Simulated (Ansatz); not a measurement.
## What SiH3Cl (SMILES [SiH3]Cl) costs in Ansatz

SiH3Cl has 5 atoms, charge 0, and is taken as a singlet. SMILES: `[SiH3]Cl`. The shape is that of a PBE0-D4/def2-TZVP optimisation.

```xyz
5

Si   -0.1120    0.0186   -0.0309
Cl    1.8383   -0.5135    0.3299
H    -0.9509   -0.4883    1.0791
H    -0.5347   -0.5857   -1.3149
H    -0.1908    1.4954   -0.1047
```

Program: Ansatz 0.2.0. Hardware: 1 thread of Intel Xeon 6975P-C (Granite Rapids), shared host, so times are rough. Ansatz fits the integrals of SCF and DFT runs by default. Its times include its search for lower SCF states.

(1) Estimate their order by wall time, quickest first.
A. gradient at HF/def2-SVP
B. gradient at PBE/def2-SVP
C. gradient at HF/STO-3G
D. gradient at SC-NEVPT2(8,8)/pc-1

Results:

(1) C (0.2 s), A (0.54 s), B (1.4 s), D (8.1 s).
